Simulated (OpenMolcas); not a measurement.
# NF3 (nitrogen trifluoride) at 6 levels

Wanted: a comparison of 6 runs (HF/STO-3G, PBE/STO-3G, SVWN5/STO-3G, r2SCAN/STO-3G, ACPF/STO-3G, CCSD(T)/STO-3G) of NF3 (nitrogen trifluoride). 

The calculation is run with OpenMolcas 26.06.

### Step 1. The structure to begin with

NF3 has 4 atoms, charge 0, and is taken as a singlet. As SMILES, `FN(F)F`. Geometry: relaxed at PBE0-D4/def2-TZVP.

Bond lengths: F1–N2 1.360 Å, N2–F3 1.360 Å, N2–F4 1.360 Å. Angles: F1–N2–F3 102.1°, F1–N2–F4 102.1°, F3–N2–F4 102.1°.

### Step 2. The energy at HF/STO-3G (run 1)

File calc.inp:

```
>>> EXPORT MOLCAS_PRINT=2
&gateway
baslib
$CurrDir
coord
4
angstrom
F        0.614010       0.000340       1.066930
N        0.353420      -0.074150      -0.266250
F       -0.636280      -1.006490      -0.312240
F       -0.331150       1.080310      -0.488440
basis
STO-3G
group
NoSym
&seward
&scf
thresholds
1e-10 1e-07 1e-07 1e-05
prorbitals
1 1
```

The basis set STO-3G is read from a file made from the Basis Set Exchange's data (not shown).

Launch:

```console
$ export MOLCAS_MEM=1860
$ pymolcas calc.inp > calc.log
```

Log:

```text
--- Start Module: gateway ---
[...]
--- Stop Module: gateway /rc=_RC_ALL_IS_WELL_ ---
--- Start Module: seward ---
[...]
      Basis functions           20
--- Stop Module: seward /rc=_RC_ALL_IS_WELL_ ---
[...]
--- Start Module: scf ---
[...]
       Convergence after  11 Iterations
[...]
::    Total SCF energy                               -347.7521006144
[...]
      Total spin, S                                     0.0000000000
[...]
      Total electronic charge=   34.000000
      Total            charge=   -0.000000
[...]
      Dipole Moment (debye):
      Origin of the operator (angstrom)=   -0.0249    0.0052    0.0187
                   X= -3.0872E-01               Y=  6.4806E-02               Z=  2.3260E-01           Total=  3.9194E-01
      Quadrupole Moment (debye*angstrom):
[...]
--- Stop Module: scf /rc=_RC_ALL_IS_WELL_ ---
[...]
```

Run time: 2.6 s. Hardware: 1 thread of Intel Xeon Platinum 8488C (Sapphire Rapids), shared host; peak memory 0.37 GiB.

### Step 3. A single-point energy at PBE/STO-3G (run 2)

File calc.input:

```
&GATEWAY
  BASLIB=$CurrDir
  COORD
  4
  angstrom
  F        0.614010       0.000340       1.066930
  N        0.353420      -0.074150      -0.266250
  F       -0.636280      -1.006490      -0.312240
  F       -0.331150       1.080310      -0.488440
  BASIS=STO-3G
  GROUP=NoSym

&SEWARD
  GRIDINPUT
  Grid=UltraFine
  End of Grid

&SCF
  KSDFT=PBE
  THRESHOLDS=1e-10 1e-07 1e-07 1e-05
  PRORBITALS=1 1
```

The basis set STO-3G is read from a file made from the Basis Set Exchange's data (not shown).

Launch:

```console
$ export MOLCAS_MEM=1860
$ pymolcas calc.input > calc.log
```

Log:

```text
--- Start Module: gateway ---
[...]
--- Stop Module: gateway /rc=_RC_ALL_IS_WELL_ ---
--- Start Module: seward ---
[...]
      Basis functions           20
--- Stop Module: seward /rc=_RC_ALL_IS_WELL_ ---
--- Start Module: scf ---
[...]
       Convergence after  11 Iterations
[...]
::    Total KS-DFT energy                            -348.7536554349
[...]
      Total spin, S                                     0.0000000000
[...]
      Total electronic charge=   34.000000
      Total            charge=   -0.000000
[...]
      Dipole Moment (debye):
      Origin of the operator (angstrom)=   -0.0249    0.0052    0.0187
                   X= -4.9098E-01               Y=  1.0311E-01               Z=  3.6991E-01           Total=  6.2332E-01
      Quadrupole Moment (debye*angstrom):
[...]
--- Stop Module: scf /rc=_RC_ALL_IS_WELL_ ---
[...]
```

Run time: 3.6 s. Hardware: 1 thread of Intel Xeon Platinum 8488C (Sapphire Rapids), shared host; peak memory 0.37 GiB.

Runs 3 to 5 aren't shown in full; the table further down has their settings and results.

### Step 4. The energy at CCSD(T)/STO-3G (Cholesky decomposition) (run 6)

File calc.input:

```
&GATEWAY
 BASLIB = $CurrDir
 COORD
 4
 angstrom
 F        0.614010       0.000340       1.066930
 N        0.353420      -0.074150      -0.266250
 F       -0.636280      -1.006490      -0.312240
 F       -0.331150       1.080310      -0.488440
 BASIS = STO-3G
 GROUP = NoSym

&SEWARD
 HIGH

&SCF
 THRESHOLDS = 1e-10 1e-07 1e-07 1e-05
 PRORBITALS = 1 1

&CHCC
 FROZEN = 4
 THRESHOLD = 1e-08
 MAXITERATIONS = 80

&CHT3
 FROZEN = 4
```

The basis set STO-3G is read from a file made from the Basis Set Exchange's data (not shown).

Launch:

```console
$ export MOLCAS_MEM=1860
$ pymolcas calc.input > calc.log
```

Log:

```text
--- Start Module: gateway ---
[...]
--- Stop Module: gateway /rc=_RC_ALL_IS_WELL_ ---
[...]
      Basis functions           20
[...]
       Convergence after  11 Iterations
[...]
::    Total SCF energy                               -347.7521004518
[...]
      Total spin, S                                     0.0000000000
[...]
      Total electronic charge=   34.000000
      Total            charge=   -0.000000
[...]
      Dipole Moment (debye):
      Origin of the operator (angstrom)=   -0.0249    0.0052    0.0187
                   X= -3.0872E-01               Y=  6.4806E-02               Z=  2.3260E-01           Total=  3.9194E-01
      Quadrupole Moment (debye*angstrom):
[...]
--- Start Module: chcc ---
[...]
--- Stop Module: chcc /rc=_RC_ALL_IS_WELL_ ---
--- Start Module: cht3 ---
[...]
--- Stop Module: cht3 /rc=_RC_ALL_IS_WELL_ ---
[...]
```

Wall time 2.5 s (1 thread of Intel Xeon Platinum 8488C (Sapphire Rapids), shared host); peak memory 0.09 GiB.

### Step 5. Overview of the runs

| run | level | integration grid | frozen core orbitals | energy (Eh) | dipole moment (D) of the reference | HOMO energy (eV) | LUMO energy (eV) | wall time |
| --- | --- | --- | --- | --- | --- | --- | --- | --- |
| 1 | HF/STO-3G | – | – | -347.752101 | 0.39 | -10.60 | 12.82 | 2.6 s |
| 2 | PBE/STO-3G | UltraFine | – | -348.753655 | 0.62 | -2.63 | 5.06 | 3.6 s |
| 3 | SVWN5/STO-3G | UltraFine | – | -346.711497 | 0.64 | -2.53 | 4.93 | 3 s |
| 4 | r2SCAN/STO-3G | UltraFine | – | -349.005541 | 0.55 | -3.37 | 5.25 | 4.2 s |
| 5 | ACPF/STO-3G | – | 4 | -347.896710 | 0.39 | -10.60 | 12.82 | 2.1 s |
| 6 | CCSD(T)/STO-3G (Cholesky decomposition) | – | 4 | -347.894309 | 0.39 | -10.60 | 12.82 | 2.5 s |

### Step 6. Results

```
                                          quantity          value
                               run 6: total energy  -347.89431 Eh
         run 6: dipole moment (mean-field density)         0.39 D
        run 6: HOMO energy (Hartree–Fock orbitals)      -10.60 eV
        run 6: LUMO energy (Hartree–Fock orbitals)       12.82 eV
      run 6: HOMO–LUMO gap (Hartree–Fock orbitals)       23.43 eV
run 6: correlation energy (4 core orbitals frozen)     -142.2 mEh
                             run 6: (T) correction      -3.29 mEh
```

What this shows: Below the HF energy at the same shape and in the same basis (STO-3G): ACPF -144.6 mEh; CCSD(T) -142.2 mEh. Over runs 1, 2, 3, 4 the dipole moment (its size) runs from 0.39 D (HF/STO-3G) to 0.64 D (SVWN5/STO-3G). Over runs 1, 2, 3, 4 the HOMO–LUMO gap runs from 7.46 eV (SVWN5/STO-3G) to 23.43 eV (HF/STO-3G). Exact exchange widens orbital gaps. Totals of different functionals can't be ranked against each other. In runs 1, 2, 3, 4, 5, 6 the basis is minimal, so the values are rough. All runs together took 18 s, the longest 4.2 s.
